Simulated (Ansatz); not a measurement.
I need a rigid scan of one bond angle of CH3LiS, SMILES [Li][S]C. Use the Ansatz DFT code, driven from Python. Settings (for the species named): B3LYP, def2-SVP basis, multiplicity 1.

```xyz
6

Li   -0.2696   -2.1795    1.0916
S    -1.2337   -0.6387   -0.4068
C     0.1298    0.5100   -0.2184
H     1.1774    0.0128   -0.5073
H     0.0054    1.3939   -0.8615
H     0.2328    0.8375    0.8561
```

`bend_ch3lis.py`
```python
"""Bending curve of CH3LiS."""

import ansatz
from ase import Atoms

atoms = Atoms(["Li", "S", "C", "H", "H", "H"], positions=[
    [-0.2696, -2.1795, 1.0916],
    [-1.2337, -0.6387, -0.4068],
    [0.1298, 0.51, -0.2184],
    [1.1774, 0.0128, -0.5073],
    [0.0054, 1.3939, -0.8615],
    [0.2328, 0.8375, 0.8561],
])

# start the scan from a relaxed geometry
first = (
    ansatz.Crystal.molecule_from_ase(atoms).calculation()
    .basis(gaussian="def2-SVP")
    .functional("b3lyp")
    .relax(force_tolerance=0.02, max_steps=80)
)
atoms.positions = first.run(threads=1).report["positions_ang"]

rows = []
for angle in [90, 100, 110, 120, 135, 150, 165, 179]:
    bent = atoms.copy()
    bent.set_angle(2, 1, 0, angle, indices=[0])
    setup = ansatz.Crystal.molecule_from_ase(bent).calculation().basis(gaussian="def2-SVP").functional("b3lyp")
    rows.append((angle, setup.run(threads=1).report["free_energy_ev"]))
floor = min(e for _, e in rows)
for angle, e in rows:
    print(f"angle C2-S1-Li0 = {angle:3d} deg   {1000 * (e - floor):9.1f} meV")
```

```console
$ python bend_ch3lis.py
angle C2-S1-Li0 =  90 deg        63.8 meV
angle C2-S1-Li0 = 100 deg        15.5 meV
angle C2-S1-Li0 = 110 deg         0.0 meV
angle C2-S1-Li0 = 120 deg        21.0 meV
angle C2-S1-Li0 = 135 deg       104.9 meV
angle C2-S1-Li0 = 150 deg       213.0 meV
angle C2-S1-Li0 = 165 deg       299.9 meV
angle C2-S1-Li0 = 179 deg       334.3 meV
```

Notes:
- The scan is rigid, and the energies are electronic, in a modest basis. The zero is the lowest point of the grid, which needn't be the minimum.
- b3lyp holds the VWN-RPA fit, as in Gaussian; the form of ORCA and Turbomole is b3lyp5.
- It ran for 19 s on 1 thread of Arm Neoverse V2 (shared host), peak memory 0.2 GiB.
